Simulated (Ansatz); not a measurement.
NaH₂. Charge 0, multiplicity 2. Geometry r2SCAN-D4/def2-TZVP; atoms count from 1.

```tsv
atom	x (Å)	y (Å)	z (Å)
Na1	2.5387	1.3217	-0.3560
H2	-1.5974	-0.8275	0.2359
H3	-0.9413	-0.4942	0.1200
```

In the doublet geometry the species has come apart into loosely held pieces. In the doublet, H2 and H3 lie 0.75 Å apart (atoms count from 1), so H2 has formed as a molecule. The structure comes from a short search, and lower isomers may exist.

Q: Estimate the Mulliken populations from the PBE0/def2-TZVP orbitals of Ansatz.

A: 
```tsv
atom	charge (e)	spin (α − β)
Na1	0.00	1.00
H2	0.01	0.00
H3	-0.01	0.00
```
Mulliken values and Mayer orders depend strongly on the basis.

Q: Where does the spin sit?

A: Summed by element: Na 1.00, H 0.00, of 1 unpaired in all. Largest on single atoms: Na1 1.00, H2 0.00, H3 0.00.
